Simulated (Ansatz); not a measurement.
Born–Oppenheimer molecular dynamics of CHOSi (4 atoms, charge 1, multiplicity 1). It starts from a relaxed structure.

Theory: RKS PBE0-D4/6-31G* (Ansatz).

```
ensemble        : NVT, Nosé–Hoover chain
time step       : 0.5 fs
steps asked     : 166
set temperature : 400 K
thermostat      : time constant 20 fs, chain length 1
seed            : 122263
```

First frame:

```xyz
4
Properties=species:S:1:pos:R:3
C -1.420 1.102 1.427
Si -0.258 0.570 0.020
O 0.549 -0.753 -0.341
H 1.129 -0.918 -1.107
```

Task: What does the run give?

Result: All steps were run.

```json
{
  "steps done": "166",
  "time covered": "83 fs",
  "mean temperature over the second half": "551 K",
  "spread of the potential energy over the second half": "15.5 meV per atom",
  "mean potential energy of the second half above the start": "40.7 meV per atom"
}
```

The conserved energy stayed within 0.86 meV per atom of its start (net change 0.77 meV per atom), so the integration is sound. The mean temperature of the second half is 38 % above the set value. A run of 0.083 ps of so small a system gives no equilibrium averages. Limits of this set-up: the dipole of an ion depends on the origin.

Task: What happens to the structure?

Result: The same pairs are bonded in the first frame and the last. Pairs count as bonded within 1.25 times the sum of covalent radii (0.12 Å more for H–H). This is one draw of velocities; another would differ in detail.

Task: How do temperature and energy run in time?

Result: 
```csv
time (fs),T (K),potential energy less start (eV),conserved less start (meV/atom)
0.0,400,0.000,0.00
4.0,332,0.018,0.01
8.0,221,0.049,0.11
12.0,259,0.043,0.12
16.0,246,0.054,0.24
20.0,181,0.081,0.34
24.0,153,0.097,0.32
28.0,270,0.080,0.26
32.0,353,0.076,0.23
36.0,383,0.086,0.03
40.0,395,0.099,0.06
44.0,565,0.078,0.17
48.0,811,0.054,0.11
52.0,574,0.151,0.58
56.0,535,0.185,0.82
60.0,509,0.205,0.73
64.0,692,0.158,0.52
68.0,435,0.215,0.48
72.0,433,0.209,0.05
76.0,564,0.172,0.06
80.0,590,0.161,0.26
```

Run time: 2.3 min on 1 CPU thread of a shared host.
